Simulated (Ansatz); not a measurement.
**SiH2O2 (SMILES O[Si]O) at revPBE/aug-cc-pVDZ**

What is the vertical ionisation energy of SiH2O2 at revPBE/aug-cc-pVDZ? 

The results are computed with Ansatz 0.2.0.

64 further runs of the same task are left out: 64 set aside as unsound or not needed.

### Step 1. Starting point

SiH2O2: 5 atoms, total charge 0, spin state singlet. SMILES: `O[Si]O`. Geometry: relaxed at PBE0-D4/def2-TZVP. This is one conformer, not always the lowest.

Bond lengths: O1–Si2 1.642 Å, Si2–O3 1.663 Å, O1–H4 0.964 Å, O3–H5 0.960 Å. Angles: O1–Si2–O3 99.4°, Si2–O1–H4 117.5°, Si2–O3–H5 116.1°.

### Step 2. The energy at revPBE/aug-cc-pVDZ

Contents of molecule.yaml:

```yaml
crystal:
  periodic: [false, false, false]
  atoms:
    - {symbol: O, position_ang: [-1.443200, -0.105600, -0.275000]}
    - {symbol: Si, position_ang: [-0.212000, -0.791300, 0.567700]}
    - {symbol: O, position_ang: [1.036000, 0.187500, 0.068600]}
    - {symbol: H, position_ang: [-1.231900, 0.648900, -0.836100]}
    - {symbol: H, position_ang: [1.901100, -0.013100, 0.433400]}
basis:
  gaussian:
    orbitals: aug-cc-pVDZ
hamiltonian:
  xc: {name: revPBE}
accuracy: high
output: {orbitals: {seedname: orbitals}}
```

Command:

```bash
ansatz run molecule.yaml --threads 1 --pin off --max-ram 3480MiB --events-out events.jsonl --progress --plain --runs-dir runs
```

The log of the run:

```text
Warning: RAYON_NUM_THREADS=1 ignored (pool sized by the plan → 1); use --threads N
Functional definition: revPBE
  name "revPBE"
  parameter kappa = 1.245
  parameter beta = 0.06672455060314922
  exchange = pbe_x(kappa = kappa, mu = beta*pi^2/3)
  correlation = pbe_c(beta = beta)
1788 factors; integrals over basis functions are off by at most 3.4e-9 eV
mean field evaluation 1: about -11991.0354 eV, gradient 8.3e1 eV
mean field evaluation 2: about -11907.0706 eV, gradient 2.1e2 eV
mean field evaluation 4: about -12003.2191 eV, gradient 6.6e0 eV
mean field evaluation 8: about -12003.3565 eV, gradient 2.7e-1 eV
mean field evaluation 16: about -12003.3566 eV, gradient 3.1e-6 eV
mean field -12003.35662993 eV, -441.1152199826 hartree, gradient 4.4e-8 eV, S^2 0.000000; 0 other end points of the search recorded, 0 dependent functions left out
reference -12003.35663654 eV, -441.1152202254 hartree; 16, 16 occupied and 75, 75 virtual orbitals, 1788 factors
Total energy: -12003.35663654 eV, -441.1152202254 hartree
```

It took 4.5 s on 1 thread of Arm Neoverse V2, shared host; peak memory 0.21 GiB.

### Step 3. The doublet cation

Contents of run.yaml:

```yaml
crystal:
  periodic: [false, false, false]
  atoms:
    - {symbol: O, position_ang: [-1.443200, -0.105600, -0.275000]}
    - {symbol: Si, position_ang: [-0.212000, -0.791300, 0.567700]}
    - {symbol: O, position_ang: [1.036000, 0.187500, 0.068600]}
    - {symbol: H, position_ang: [-1.231900, 0.648900, -0.836100]}
    - {symbol: H, position_ang: [1.901100, -0.013100, 0.433400]}
basis:
  gaussian:
    orbitals: aug-cc-pVDZ
total_charge: 1
magnetization:
  spin_polarized: true
  initial_magnetization: 1
hamiltonian:
  xc: {name: revPBE}
accuracy: high
output:
  orbitals: {seedname: orbitals}
```

Command:

```bash
ansatz run run.yaml --threads 1 --pin off --max-ram 3480MiB --events-out events.jsonl --progress --plain --runs-dir runs
```

The log of the run:

```text
Warning: RAYON_NUM_THREADS=1 ignored (pool sized by the plan → 1); use --threads N
Functional definition: revPBE
  name "revPBE"
  parameter kappa = 1.245
  parameter beta = 0.06672455060314922
  exchange = pbe_x(kappa = kappa, mu = beta*pi^2/3)
  correlation = pbe_c(beta = beta)
1786 factors; integrals over basis functions are off by at most 3.4e-9 eV
mean field evaluation 1: about -11963.7877 eV, gradient 9.0e1 eV
mean field evaluation 2: about -11751.1750 eV, gradient 2.0e2 eV
mean field evaluation 4: about -11992.5519 eV, gradient 1.6e1 eV
mean field evaluation 8: about -11993.9550 eV, gradient 3.8e-1 eV
mean field evaluation 16: about -11993.9543 eV, gradient 1.1e-4 eV
mean field -11993.95429905 eV, -440.7696906959 hartree, gradient 6.2e-8 eV, S^2 0.753723; 1 other end points of the search recorded, 0 dependent functions left out
reference -11993.95430983 eV, -440.7696910922 hartree; 16, 15 occupied and 75, 76 virtual orbitals, 1786 factors
Total energy: -11993.95430983 eV, -440.7696910922 hartree
```

Wall time 9.9 s (1 thread of Arm Neoverse V2, shared host); peak memory 0.26 GiB.

### Step 4. What came out

Level: revPBE/aug-cc-pVDZ.

| quantity | value |
| --- | --- |
| singlet SiH2O2: total energy | -441.11522 Eh |
| singlet SiH2O2: HOMO energy | -6.03 eV |
| singlet SiH2O2: LUMO energy | -2.03 eV |
| singlet SiH2O2: HOMO–LUMO gap | 4.00 eV |
| doublet cation: total energy | -440.76969 Eh |
| doublet cation: HOMO energy (highest over α and β) | -14.55 eV |
| doublet cation: LUMO energy (lowest over α and β) | -12.67 eV |
| doublet cation: ⟨S²⟩ | 0.754 |
| vertical ionisation energy (to the doublet cation) | 9.402 eV |

What this shows: Removing an electron at fixed nuclei costs 9.40 eV (907 kJ/mol). The negative HOMO energy of the first species, 6.03 eV, lies 3.37 eV below that difference.
